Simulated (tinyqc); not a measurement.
Coupled-perturbed Hartree-Fock on RHF in the sto-3g basis, for H2F+, spin multiplicity 1, step by step. One step of it, computed by the program tinyqc.

Task: Iteration 7 (converged): orbitals. Diagonalise F' = X^T F X, C = X C', fill 5 alpha and 5 beta electrons from the bottom; D = 2 C_occ C_occ^T. Each column has its largest component positive (the first on a tie).

converged F (hartree), lower triangle:
```
             1F 1s      1F 2s     1F 2px     1F 2py     1F 2pz      2H 1s      3H 1s
1F 1s   -26.682379
1F 2s    -6.805819  -3.734142
1F 2px    0.000000   0.000000  -1.105971
1F 2py    0.001364   0.013861   0.000000  -1.120085
1F 2pz   -0.028275  -0.182161   0.000000   0.010142  -1.129214
2H 1s    -1.532508  -1.490952   0.000000  -0.573475  -0.515998  -1.055553
3H 1s    -1.698565  -1.604247   0.000000   0.597001  -0.535241  -0.643634  -1.138409
```

X:
```
                1          2          3         4          5          6          7
1F 1s   -0.303976   0.102819   0.750319  0.000000  -0.619153   0.000961   0.146805
1F 2s    1.146974  -0.325700  -0.257585  0.000000  -0.284582   0.004029   0.415983
1F 2px   0.000000   0.000000   0.000000  1.000000   0.000000   0.000000   0.000000
1F 2py  -0.277817  -0.849697   0.001245  0.000000  -0.010452   0.723404  -0.009378
1F 2pz   0.472095  -0.138525   0.662368  0.000000   0.650888   0.008480   0.174141
2H 1s   -0.385277   1.058820  -0.160162  0.000000   0.127933   0.368482   0.369179
3H 1s   -0.973076  -0.659866  -0.153597  0.000000   0.126089  -0.343867   0.385455
```

Give: F' = X^T F X; orbital energies; coefficients C; D after iteration 7.

Result:

F' = X^T F X (hartree), lower triangle:
```
         1        2         3        4         5        6        7
1  -0.4736
2   0.2841   0.1522
3   2.0406  -0.7937  -12.4573
4   0.0000   0.0000    0.0000  -1.1060
5  -1.6182   0.6630   11.4955   0.0000  -12.8160
6   0.0050   0.0360   -0.0224   0.0000    0.0267  -1.3038
7   0.0412  -0.0785   -4.9512   0.0000    5.1524   0.0022  -4.0803
```

orbital energies (hartree): MO1 -26.6925, MO2 -2.1732, MO3 -1.3050, MO4 -1.1589, MO5 -1.1060, MO6 0.0853, MO7 0.2655

coefficients C:
```
            MO1      MO2      MO3      MO4     MO5      MO6      MO7
1F 1s    0.9945  -0.2458  -0.0073   0.0805  0.0000   0.1203   0.0217
1F 2s    0.0249   0.9157   0.0384  -0.4046  0.0000  -0.8416  -0.1715
1F 2px   0.0000   0.0000   0.0000   0.0000  1.0000   0.0000   0.0000
1F 2py  -0.0003  -0.0127   0.7434   0.0274  0.0000  -0.1222   0.8685
1F 2pz   0.0035   0.1606  -0.0288   0.8698  0.0000  -0.5846  -0.0999
2H 1s   -0.0050   0.0821   0.3316   0.1943  0.0000   0.9130  -0.7718
3H 1s   -0.0056   0.0923  -0.3383   0.1690  0.0000   0.6683   1.0442
```

D after iteration 7, lower triangle:
```
          1F 1s    1F 2s  1F 2px   1F 2py  1F 2pz    2H 1s   3H 1s
1F 1s    2.1118
1F 2s   -0.4664   2.0087
1F 2px   0.0000   0.0000  2.0000
1F 2py  -0.0007   0.0117  0.0000   1.1071
1F 2pz   0.0686  -0.4118  0.0000   0.0008  1.5663
2H 1s   -0.0238   0.0183  0.0000   0.5015  0.3453   0.3089
3H 1s   -0.0244   0.0060  0.0000  -0.4960  0.3431  -0.1434  0.3031
```
